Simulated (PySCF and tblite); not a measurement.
Values are calculated unless marked as measured or tabulated.
C₄H₆S, numbered as in [CH:1]#[C:2][S:3][CH2:4][CH3:5].

Search: ETKDG and KDG, MMFF94s, GFN2-xTB, 60 starts; geometries at GFN2-xTB. Energies: OPBE-D3(BJ)/pcSseg-1 (IEF-PCM, acetone), with GFN2-xTB thermal terms (modes under about 100 cm⁻¹ blended into free rotors). Symmetry numbers and mirror images are counted. Conformers within 1.5 kcal/mol (GFN2-xTB free energy) were kept, 4 at most. Programs: PySCF with density fitting and tblite.

Torsions listed: C2–S3–C4–C5. Of a mirror pair one member is shown.

```tsv
conformer	shape	symmetry
1	-67°	C1 (pair)
2	180°	Cs
```

(1) Which of these conformers is the most populated at 298.15 K, and with what share?

(2) Give the DFT energies and free energies relative to the lowest, and all weights.

(3) How does its share change from 150 K to 800 K?

Results:

(1) Conformer 1, about 90 %.

(2) 
```csv
conformer,shape,E(DFT) kcal/mol,G(298.15 K) kcal/mol,weight %
1,-67°,0.00,0.00,89.7
2,180°,1.13,1.28,10.3
```

(3) From 98 % to 76 %; the mixing entropy goes from 1.54 to 2.14 cal/(mol K).
